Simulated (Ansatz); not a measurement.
# ClH4NSi: functionals against CCSD(T) at one geometry

An exercise on one series of results from a longer session: the logs are not shown, and one member is left open.

Program: Ansatz 0.2.0, Gaussian basis. Level of theory: single points in def2-TZVPP. These are calculated values, not measurements.

Cores are frozen in the correlated methods.

### Starting geometry

7 atoms, charge 0, spin multiplicity 1.

Atoms are counted from 1 here; the program's logs count them from 0.

Bond lengths: Si1–N3 1.672 Å, Si1–H5 1.455 Å, Si1–H6 1.462 Å, N3–H7 0.969 Å. Angles: N3–Si1–H5 128.6°, N3–Si1–H6 118.2°, H5–Si1–H6 110.7°, Si1–N3–H7 129.7°.

Coordinates:

```tsv
atom	x (Å)	y (Å)	z (Å)
Si1	-0.1150	0.2244	0.7196
Cl2	1.6375	-1.2385	-0.2708
N3	-0.6950	0.1154	-0.8451
H4	0.3778	-0.5766	-1.2891
H5	0.6613	1.2942	1.3281
H6	-0.7350	-0.6132	1.7456
H7	-1.1654	0.7740	-1.3775
```

The first run:

run/in.yaml reads:

```yaml
crystal:
  periodic: [false, false, false]
  atoms:
    - {symbol: Si, position_ang: [-0.115000, 0.224400, 0.719600]}
    - {symbol: Cl, position_ang: [1.637500, -1.238500, -0.270800]}
    - {symbol: N, position_ang: [-0.695000, 0.115400, -0.845100]}
    - {symbol: H, position_ang: [0.377800, -0.576600, -1.289100]}
    - {symbol: H, position_ang: [0.661300, 1.294200, 1.328100]}
    - {symbol: H, position_ang: [-0.735000, -0.613200, 1.745600]}
    - {symbol: H, position_ang: [-1.165400, 0.774000, -1.377500]}
basis:
  gaussian: {orbitals: def2-TZVPP}
correlation: {method: ccsd_t}
output: {forces: true}
```

The command line of these runs was not kept.

Among the steps run: CCSD(T)/def2-TZVPP; PBE0-D4/def2-TZVPP; wB97M-V/def2-TZVPP; r2SCAN-D4/def2-TZVPP; PBE-D4/def2-TZVPP; revPBE-D4/def2-TZVPP; LC-wPBE/def2-TZVPP.

One of the session's tables, all rows but one given; the rest of the session is left out.

| method | RMS force component (eV/Å) | angle to CCSD(T) forces (°) | dipole (D) |
| --- | --- | --- | --- |
| CCSD(T) | 1.472 | reference | 3.19 |
| PBE0-D4 | 1.456 | 4.8 | 3.11 |
| wB97M-V | ? | ? | ? |
| r2SCAN-D4 | 1.398 | 5.1 | 3.02 |
| PBE-D4 | 1.380 | 7.7 | 2.85 |
| revPBE-D4 | 1.353 | 8.2 | 2.85 |
| LC-wPBE | 1.551 | 5.3 | 3.35 |

Q: Estimate the row for wB97M-V from the others.

The run gave: RMS force component (eV/Å): 1.453; angle to CCSD(T) forces (°): 3.2; dipole (D): 3.23. In the column «RMS force component (eV/Å)» it lies between r2SCAN-D4 (1.398) and PBE0-D4 (1.456).
